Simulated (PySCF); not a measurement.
# C2H6S: the cost of one run

Programs: PySCF 2.14.0, with density-fitted response routines of our own. Each step states its level of theory. These are calculated values for one molecule in the gas phase, unless marked as measured. Atoms count from 0, in the outputs and in this text.

### 1 The molecule as given

9 atoms, charge 0, multiplicity 1; geometry from: MMFF94s. The atoms were then displaced at random by about 0.03 Å, so the start is not that level's minimum.

Bonds of the start (Å): C0–S1 1.88, S1–C2 1.83, C0–H3 1.02, C0–H4 1.08, C0–H5 1.14, C2–H6 1.13, C2–H7 1.00, C2–H8 1.16.

### 2 Optimising the geometry at PBE0-D3(BJ)/def2-SVP

Job settings and geometry (Å):

```
{"job": {"xc": "PBE0", "basis": "def2-SVP", "d3": "d3bj", "grid": 1, "shake": 0.03, "kind": "geom"}, "charge": 0, "multiplicity": 1}
C      1.347170     0.347440     0.274340
S      0.011990     0.520080    -1.040250
C     -1.345270    -0.407640    -0.240250
H      1.644540    -0.613610     0.443300
H      2.178110     0.930950    -0.096130
H      0.913600     0.904310     1.175460
H     -0.925550    -1.428230    -0.008260
H     -2.112560    -0.426920    -0.884440
H     -1.579290     0.104200     0.777830
```

Command:

```
OMP_NUM_THREADS=1 python probes_run.py task.json out
```

One launch serves the whole session: the jobs run in the order shown.

Q: Estimate the wall time and peak memory of this first job on 1 thread of Arm Neoverse V1, shared host.

About 10 s, with a peak of 0.31 GiB.
